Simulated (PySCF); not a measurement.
**How exact exchange moves a shielding**

Molecule: `[SiH3]S[SiH3]`, H$_{6}$SSi$_{2}$.

Molfile (atoms numbered from 1):
```
H6SSi2
     RDKit          3D

  9  8  0  0  0  0  0  0  0  0999 V2000
    1.6441   -0.0473    0.0523 Si  0  0  0  0  0  4  0  0  0  0  0  0
    0.0672    0.1303   -1.4066 S   0  0  0  0  0  0  0  0  0  0  0  0
   -1.6232    0.0589   -0.0775 Si  0  0  0  0  0  4  0  0  0  0  0  0
    2.4556   -1.2673   -0.2242 H   0  0  0  0  0  0  0  0  0  0  0  0
    2.5263    1.1534   -0.0078 H   0  0  0  0  0  0  0  0  0  0  0  0
    1.0405   -0.1537    1.4156 H   0  0  0  0  0  0  0  0  0  0  0  0
   -1.7031   -1.2524    0.6320 H   0  0  0  0  0  0  0  0  0  0  0  0
   -2.8206    0.2394   -0.9459 H   0  0  0  0  0  0  0  0  0  0  0  0
   -1.5598    1.1507    0.9389 H   0  0  0  0  0  0  0  0  0  0  0  0
  1  2  1  0
  2  3  1  0
  1  4  1  0
  1  5  1  0
  1  6  1  0
  3  7  1  0
  3  8  1  0
  3  9  1  0
M  END
```

GIAO shieldings (ppm, equivalent atoms averaged) in PySCF 2.14.0 with density-fitted response routines on the PBE0-D3(BJ)/def2-SVP geometry, basis pcSseg-2, gas phase, non-relativistic:

| functional | exact exchange (%) | σ(Si1/Si3) |
| --- | --- | --- |
| BLYP | 0 | 365.2 |
| BP86 | 0 | 375.9 |
| PBE | 0 | 378.0 |
| B3LYP | 20 | 377.9 |
| PBE0 | 25 | 389.9 |
| BHandHLYP | 50 | 397.1 |
| HF | 100 | 432.6 |

(1) Fit each shielding as a line in the percentage of exact exchange.

(2) What does the line predict for mPW1PW91 (25 %), and what does the run give?

Answers

(1) σ(Si1/Si3) = 371.8 + 0.59 x (rms 4.8 ppm). The functionals also differ in their semilocal parts, which the line can't hold; Hartree–Fock has no correlation at all.

(2) σ(Si1/Si3): 386.6 predicted, 391.6 computed ppm.
